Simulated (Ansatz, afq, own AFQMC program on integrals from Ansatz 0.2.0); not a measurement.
**GeH2O⁺, doublet in cc-pVDZ, levels against CCSDT(Q)**

```xyz
4

Ge    0.0000    0.0000    0.2692
O     0.0000    0.0000   -1.3631
H     0.0000    1.2866    1.1183
H     0.0000   -1.2866    1.1183
```

Connectivity, by distances: GeH2–O.

Basis cc-pVDZ. Only valence electrons are correlated. AFQMC by an in-house program on the Cholesky factors that Ansatz 0.2.0 writes for its CCSD(T) run. The CISD trial takes its coefficients from CCSD amplitudes. Released means that phaseless walkers are propagated on without the constraint, phases kept. Uncertainties: one standard error, sampling alone. No spin–orbit coupling.

Determinant: UHF, the one that the program's search chose, which needn't be the lowest solution. The geometry is a PBE0/def2-TZVP stationary point of this or a neighbouring charge and spin state.

No full CI on the walks' own integrals is used here; CCSDT(Q) serves as the reference and is uncertain by about the last step of the cluster series.

Cautions: no relativity below Rb; no spin-orbit coupling; inner d shell frozen.

The T1 diagnostic is 0.0315. The weight of the determinant in the CISD state is 0.884. The ⟨S²⟩ of the determinant is 0.761 and the size of the correlated space is 11 electrons in 36 orbitals.

Reference: CCSDT(Q), correlation energy -6.982 eV. The released energy is read at 2.40 1/Eh (meV from the phaseless value at times in 1/Eh: -6 ± 22 at 0.24, 3 ± 21 at 0.51, -3 ± 18 at 0.99, 26 ± 15 at 1.62, -1 ± 22 at 2.40).

```json
{"level": "HF", "E − E(reference) (mEh)": "256.59", "share of correlation (%)": "0.00"}
{"level": "MP2", "E − E(reference) (mEh)": "38.45", "share of correlation (%)": "85.02"}
{"level": "CCSD", "E − E(reference) (mEh)": "8.29", "share of correlation (%)": "96.77"}
{"level": "CCSD(T)", "E − E(reference) (mEh)": "2.04", "share of correlation (%)": "99.20"}
{"level": "CCSDT", "E − E(reference) (mEh)": "0.72", "share of correlation (%)": "99.72"}
{"level": "ph-AFQMC/HF", "E − E(reference) (mEh)": "-2.47 ± 2.58", "share of correlation (%)": "100.96"}
{"level": "ph-AFQMC/CISD", "E − E(reference) (mEh)": "0.11 ± 0.59", "share of correlation (%)": "99.96"}
{"level": "released AFQMC", "E − E(reference) (mEh)": "0.09 ± 0.81", "share of correlation (%)": "99.97"}
```

A walk keeps the symmetry of its determinant, which the program's search chose and which needn't be the lowest solution, so a lower state of the same spin and another symmetry isn't excluded. Released energies are given only where the last usable release times agree within the noise; a slower fall can still hide under it.
